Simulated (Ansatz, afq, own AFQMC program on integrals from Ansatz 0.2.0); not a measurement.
**SiH$_{4}$ + F, doublet: a scan with AFQMC**

```xyz
6

Si   -1.0102    0.0000    0.0000
H    -1.5051    1.3997    0.0000
H    -1.5051   -0.6999    1.2122
H    -1.5051   -0.6999   -1.2122
H     0.4744    0.0000    0.0000
F     1.7078    0.0000    0.0000
```

A hydrogen atom is moved from one rigid fragment to the other; the Si1–H5 distance tells how far. The two fragments are held close together, so this isn't a minimum-energy path and the start is a compressed complex. Energies in kcal/mol count from this geometry (1.485 Å) at the same level; the start stands on UHF, each point on the determinant named.

Basis cc-pVTZ. Only valence electrons are correlated. AFQMC by an in-house program on the Cholesky factors that Ansatz 0.2.0 writes for its CCSD(T) run. ph-AFQMC/CISD is guided by a CISD state made of CCSD amplitudes; releasing the constraint for a short imaginary time cuts its bias at the price of noise, slowly where states lie close. Error bars are statistical, one sigma.

```tsv
r(Si1–H5) / Å	det.	T1	weight	⟨S²⟩	CCSD(T)	ph-AFQMC/CISD	released AFQMC	MP2	HF
1.580	UHF	0.018	0.87	0.78	-8.2	-8.6 ± 0.2	–	-12.1	-4.8
1.627	UHF	0.016	0.87	0.77	-12.2	-12.4 ± 0.2	-12.4 ± 0.3	-17.3	-8.4
1.675	UHF	0.015	0.87	0.77	-16.0	-16.3 ± 0.2	-15.7 ± 0.3	-21.9	-12.5
1.723	UHF	0.014	0.88	0.76	-19.0	-18.9 ± 0.2	-18.6 ± 0.3	-25.3	-16.4
1.818	UHF	0.013	0.88	0.76	-20.4	-20.4 ± 0.2	–	-26.9	-20.5
```

Weight is that of the determinant in the CISD state; at the start T1 is 0.026 and the weight 0.86, and ⟨S²⟩ is 0.78. A dash marks a missing value, a released energy that hasn't settled or a functional that sits on another state. Largest departures from phaseless AFQMC with a CISD trial: CCSD(T) 0.4 kcal/mol at 1.580 (on UHF), released AFQMC 0.6 kcal/mol at 1.675 (on UHF) (within the noise), MP2 -6.5 kcal/mol at 1.818 (on UHF), HF 4.0 kcal/mol at 1.627 (on UHF). The walk's constraint bias lies outside its error bars, so these are departures and not errors.

Some points may be missing: those where a free walk finds a much lower state, and past Zn most of those on another determinant than at the start.

A walk keeps the symmetry of its determinant, which the program's search chose and which needn't be the lowest solution, so a lower state of the same spin and another symmetry isn't excluded. Released energies are given only where the last usable release times agree within the noise; a slower fall can still hide under it.
